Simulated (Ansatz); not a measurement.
Zinc-blende HgS (metastable phase)

All values below come from LDA (plane waves, PAW; Ansatz, an electronic-structure program).

Run with plane-wave cutoff 520 eV, 10×10×10 k mesh, Fermi–Dirac smearing 0.01 eV, scalar-relativistic PAW data made under PBE.

Cell: relaxed at this level.

```yaml
equilibrium_volume_per_atom: 24.54 Å³/atom
bulk modulus B0: 67.4 GPa
equilibrium_lattice_constant_a: 5.812 Å
band_gap: none
pressure derivative B′ of the bulk modulus: 4.9
```

Measured, for comparison: equilibrium volume per atom 24.91 Å³/atom, lattice constant a 5.841 Å (295 K, not corrected to a static lattice; as tabulated in Cardona et al. (2009), arXiv:0908.2634). Computed (rounded) less measured: equilibrium volume per atom -1.5 %, lattice constant a -0.5 %. A static lattice is as a rule a little smaller and stiffer than an uncorrected measurement, which narrows the difference in the equilibrium volume per atom, lattice constant a and would widen misses of the other sign.

Spin–orbit coupling is not included; it can open a gap where bands touch, and shift volumes and moduli.

The computed numbers hold no vibrational or temperature effects.

The result took around 40 core-seconds (rough).
